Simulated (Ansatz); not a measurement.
Basis-set limit of CH₆BN, singlet

```xyz
9

B    -0.8022    0.7392   -0.8884
N     0.1227    0.4895    0.1155
C     0.5619   -0.7941    0.6036
H    -1.3293   -0.1955   -1.4500
H    -1.0562    1.8871   -1.1747
H     0.5598    1.2778    0.5810
H     0.0443   -1.5899    0.0511
H     1.6478   -0.9362    0.4683
H     0.3397   -0.9242    1.6766
```

Ansatz 0.2.0, RHF determinant, valence electrons correlated. Energies in eV.

```csv
set,X,functions,Hartree–Fock,MP2 correlation,CCSD(T) correlation,time
def2-TZVPP,3,177,-3280.7906,-13.5797,-15.0506,"2 s on 1 × NVIDIA H100 80GB HBM3 with 1 thread of AMD EPYC 7R13 Processor (Zen 3), on a shared host"
def2-QZVPP,4,351,-3280.9576,-14.4677,-15.8229,4.9 s on 1 × NVIDIA H100 80GB HBM3 with 1 thread of AMD EPYC 7R13 Processor (Zen 3) (shared host)
```

Hartree–Fock is taken to follow E(X) = E∞ + A·exp(−7.88·√X), correlation E(X) = E∞ + B·X^−2.97.

Question: Work out the CCSD(T) energy at the limit, and how far the shortcut misses it that extrapolates MP2 and adds CCSD(T) minus MP2 from the smaller set.

Answer: Hartree–Fock: E∞ = E4 + 0.1377·(E4 − E3) = -3280.9807. Correlation: E∞ = E4 + 0.7407·(E4 − E3) = -16.3950 for CCSD(T) and -15.1254 for MP2. The limit is -3297.3757 eV, 0.595 eV below def2-QZVPP. The shortcut gives a correlation energy of -15.1254 + (-1.4709) = -16.5963, 201 meV lower than the direct value.
